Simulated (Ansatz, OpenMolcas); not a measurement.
How methods differ on CF2 (SMILES F[C]F)

CF2, singlet, SMILES `F[C]F`. Each level relaxes the structure for itself.

Quantity: the highest harmonic wavenumber at each level's own minimum, in cm⁻¹. The values are calculated.

```
                             level           kind     program  value (cm⁻¹)
                          HF/3-21G   Hartree–Fock  OpenMolcas          1322
   HF/6-31G* (Cartesian functions)   Hartree–Fock  OpenMolcas          1390
                        HF/cc-pVTZ   Hartree–Fock  OpenMolcas          1385
                     PBE0/def2-SVP  global hybrid  OpenMolcas          1303
B3LYP/6-31G* (Cartesian functions)  global hybrid  OpenMolcas             ?
                 PBE0-D4/def2-TZVP  global hybrid      Ansatz             ?
```

Q: Estimate the missing values from the other rows.

A: As computed at these levels: B3LYP/6-31G* (Cartesian functions): 1252 cm⁻¹; PBE0-D4/def2-TZVP: 1261 cm⁻¹. Harmonic and unscaled. The values span 1252 to 1390 cm⁻¹.
